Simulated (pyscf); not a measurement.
**Routes from `[SiH][PH2]` [singlet] + `[PH3]`**

Candidate steps break at most two bonds and form at most two. Each was searched with GFN2-xTB (tblite) first. Optimised with ωB97X-D3(BJ)/def2-SVP in PySCF. Energies: ωB97M-D3(BJ)/def2-TZVP, kJ/mol, from the separated reactants, singlet surface; ΔG‡ with ideal gas, 1 atm, RRHO with modes under 100 cm⁻¹ raised to 100, one conformer, R ln 2 for chiral ones without a mode under 150 cm⁻¹.

```csv
products,type,ΔE‡,ΔE,ΔG‡ 298 K,ΔG‡ 900 K,ν‡ (cm⁻¹)
H₂P–SiH₂–PH₂,insertion,16.5,-211.7,63.0,154.0,593i
HP=SiH–PH₂ + H₂,concerted two-bond exchange,101.2,-52.4,146.6,247.3,948i
```

Row 1: On the reactant side the descent ends in a complex, 18.6 kJ/mol under the separated species and 24.4 kJ/mol under the saddle at ωB97X-D3(BJ)/def2-TZVP. Row 2: On the reactant side the descent ends in an adduct with a P–Si contact, 109.8 kJ/mol under the separated species and 189.3 kJ/mol under the saddle at ωB97X-D3(BJ)/def2-TZVP. 

Plain bond fissions and candidates not yet searched are not listed, and one of them may be faster. Each barrier is that of the saddle found; lower ones may exist.
